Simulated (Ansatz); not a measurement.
in.yaml

```yaml
crystal:
  periodic: [false, false, false]
  atoms:
    - {symbol: Al, position_ang: [0.000000, 0.000000, 3.177500]}
    - {symbol: Al, position_ang: [0.000000, 0.000000, -3.177500]}
    - {symbol: H, position_ang: [0.000000, 0.000000, 4.752043]}
    - {symbol: H, position_ang: [0.000000, 0.000000, -4.752043]}
basis:
  gaussian: {orbitals: 6-31G}
magnetization: {spin_polarized: true, initial_magnetization: 2}
correlation: {method: ccsd_t, electrons: outside_noble_gas}
output: {forces: true}
```

```sh
$ ansatz run in.yaml --threads 1 --pin off --events-out ev --progress --plain --max-ram 2393MiB
```

The program prints:

```
340 factors; integrals over basis functions are off by at most 1.9e-4 eV
mean field evaluation 1: about -13189.3805 eV, gradient 4.8e0 eV
mean field evaluation 2: about -13189.3837 eV, gradient 4.8e0 eV
mean field evaluation 4: about -13189.9461 eV, gradient 5.7e-1 eV
mean field evaluation 8: about -13189.9604 eV, gradient 6.9e-3 eV
mean field evaluation 16: about -13189.9604 eV, gradient 3.5e-4 eV
mean field evaluation 32: about -13192.3225 eV, gradient 3.7e-2 eV
mean field evaluation 64: about -13192.3225 eV, gradient 2.8e-3 eV
mean field evaluation 96: about -13192.3071 eV, gradient 2.3e-1 eV
mean field evaluation 128: about -13189.9604 eV, gradient 2.2e-6 eV
mean field evaluation 160: about -13191.0918 eV, gradient 4.5e0 eV
...
mean field evaluation 1952: about -13190.4231 eV, gradient 2.7e-1 eV
mean field evaluation 1984: about -13190.4256 eV, gradient 3.0e-2 eV
mean field evaluation 2016: about -13190.4302 eV, gradient 2.5e-3 eV
mean field evaluation 2048: about -13190.4311 eV, gradient 9.6e-4 eV
mean field -13192.32255965 eV, -484.8089119897 hartree, gradient 1.6e-10 eV, S^2 2.053858; 23 other end points of the search recorded, 0 dependent functions left out
determinant -13192.32255965 eV, -484.8089119897 hartree, with singles and doubles -13194.29845511 eV, -484.8815248085 hartree
determinant -13192.32246151 eV, -484.8089083833 hartree, with singles and doubles -13194.29854660 eV, -484.8815281709 hartree
determinant -13190.43105622 eV, -484.7394005206 hartree, with singles and doubles -13192.38636049 eV, -484.8112566272 hartree
determinant -13190.43018274 eV, -484.7393684211 hartree, with singles and doubles -13192.38526979 eV, -484.8112165449 hartree
determinant -13190.42613438 eV, -484.7392196463 hartree, with singles and doubles -13192.38154059 eV, -484.8110794992 hartree
determinant -13190.42559810 eV, -484.7391999385 hartree, with singles and doubles -13192.38081692 eV, -484.8110529048 hartree
determinant -13189.96042970 eV, -484.7221053152 hartree, with singles and doubles -13193.37387316 eV, -484.8475470486 hartree
determinant -13189.89616991 eV, -484.7197438113 hartree, with singles and doubles -13193.32769058 eV, -484.8458498700 hartree
determinant -13189.71344472 eV, -484.7130287844 hartree, with singles and doubles -13193.24004154 eV, -484.8426288272 hartree
determinant -13189.64377288 eV, -484.7104683918 hartree, with singles and doubles -13193.21467904 eV, -484.8416967726 hartree
determinant -13192.32255965 eV, -484.8089119897 hartree, with singles and doubles -13194.30187954 eV, -484.8816506541 hartree
determinant -13192.32246151 eV, -484.8089083833 hartree, with singles and doubles -13194.30188236 eV, -484.8816507576 hartree
10 core orbitals not correlated: weight in the atoms' cores, before any rotation towards them, 1.000 or more for the frozen orbitals, at most 0.000 for the correlated occupied ones
reference -13192.32246151 eV, -484.8089083833 hartree; 5, 3 occupied and 15, 17 virtual orbitals, 340 factors
second order -1.22819614 eV of doubles, -0.00000000 eV of singles
cycle   1  -1.97941982 eV  change    1.0e-6 eV  update   6.1e-6
cycle   2  -1.97941866 eV  change    1.2e-6 eV  update   5.7e-6
cycle   3  -1.97941611 eV  change    2.5e-6 eV  update   4.9e-6
cycle   4  -1.97941740 eV  change   -1.3e-6 eV  update   2.5e-6
cycle   5  -1.97941841 eV  change   -1.0e-6 eV  update   1.1e-6
cycle   6  -1.97941890 eV  change   -4.9e-7 eV  update   4.8e-7
perturbative correction -0.01550684 eV, -0.0005698657 hartree
the calculation of the forces begins
WARN: the results are in doubt because the forces break the atoms' symmetry
Total energy: -13194.31738725 eV, -484.8822205518 hartree
Atom 0 at     0.000000     0.000000     3.177500 Å, force     0.000000    -0.000000    -0.887721 eV/Å
Atom 1 at     0.000000     0.000000    -3.177500 Å, force    -0.000005     0.000000     1.669725 eV/Å
Atom 2 at     0.000000     0.000000     4.752043 Å, force     0.000000    -0.000000     0.880053 eV/Å
Atom 3 at     0.000000     0.000000    -4.752043 Å, force     0.000004    -0.000000    -1.662057 eV/Å
Dipole moment:     0.000000    -0.000000    -0.246556 e Å
In doubt: the forces break the atoms' symmetry
```

Ran on 1 thread of Arm Neoverse N1, shared host: 9 s wall, 0.08 GiB peak host memory.
